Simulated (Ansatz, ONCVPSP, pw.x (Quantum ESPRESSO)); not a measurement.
# Equation-of-state test of one ONCV potential (Rh (Z = 45))

| Property | Result |
| --- | --- |
| Element | rhodium |
| Generator | ONCVPSP 4.0.1.1 (patched build) |
| Type | optimised norm-conserving Vanderbilt (ONCV) |
| Functional | PBEsol |
| Relativity | scalar-relativistic |
| Frozen core | [Ar] 3d10 |
| Valence charge | 17 |
| Reference configuration | 4s2 4p6 4d8 5s0.75 5p0.25 |
| Partial waves | 4s+5s: rc 1.75 bohr, ncon 3, nbas 7, qcut 9 1/bohr, 2 projectors; 4p+5p: rc 1.75 bohr, ncon 3, nbas 8, qcut 8 1/bohr, 2 projectors; 4d: rc 2.00 bohr, ncon 4, nbas 9, qcut 8.9 1/bohr, 3 projectors, debl 1.4 Ha |
| Local potential | polynomial inside 1.10 bohr (lpopt 1, dvloc0 2 Ha) |
| Core correction | Teter function, fcfact 2.25, rcfact 1.6 |

Atomic tests: cutoffs needed: 24 Ha and 29 Ha (the cutoffs (Ha) at which the residual kinetic energy of the hardest occupied pseudo-wave falls to 1 and 0.1 mHa per electron); ghost test: no bound ghost flagged; no localised positive-energy state flagged; configuration tests: 1 of 4 tests not solved or not reliable.

Crystal test: bcc Rh in pw.x 7.5, no spin, 15³ k-points, Fermi–Dirac smearing 0.01 Ry, cutoffs 70/280 Ry. The reference is all-electron LAPW (Ansatz 0.2.0) with the same functional, mesh and smearing; V0 and B0 come from Birch–Murnaghan fits to the pressures at five volumes. Errors are pseudo minus all-electron; Δ is the rms difference of the E(V) curves that follow from these fits, minima aligned, over ±6 % about the mean V0. Mesh and smearing are coarse, so the numbers serve the comparison and aren't converged zero-temperature values; the lattice is a test structure that the element need not adopt.

```json
{"V (Å³/atom)": "13.245", "P all-electron (GPa)": "15.36", "P pseudo (GPa)": "15.79"}
{"V (Å³/atom)": "13.593", "P all-electron (GPa)": "7.06", "P pseudo (GPa)": "7.43"}
{"V (Å³/atom)": "13.942", "P all-electron (GPa)": "-0.07", "P pseudo (GPa)": "0.24"}
{"V (Å³/atom)": "14.291", "P all-electron (GPa)": "-6.19", "P pseudo (GPa)": "-5.93"}
{"V (Å³/atom)": "14.639", "P all-electron (GPa)": "-11.44", "P pseudo (GPa)": "-11.22"}
```

All-electron: a0 = 3.032 Å (V0 = 13.94 Å³/atom), B0 = 264.3 GPa.

Pseudopotential: mean pressure error (GPa): +0.32; a0 (Å): 3.033; a0 error (%): +0.04; B0 error (%): +0.2; Δ (meV/atom): 1.0. Atomic configuration tests: 1 of 4 tests not solved or not reliable.

**Question.** At the middle volume, how do free energy and pressure move when the wave cutoff is lowered (ecutrho kept at four times it)?

**Answer.**

```
cutoff (Ry)  shift of F (meV/atom)  shift of P (GPa)
         32                +5749.0           -255.19
         42                 +852.9            -57.66
         56                  +29.3             -3.48
```

The run at the middle volume (120 k-points, 8 iterations) took about 46 s on one core of a shared host (Neoverse-N1, 64 threads, 124 GiB, load 51).
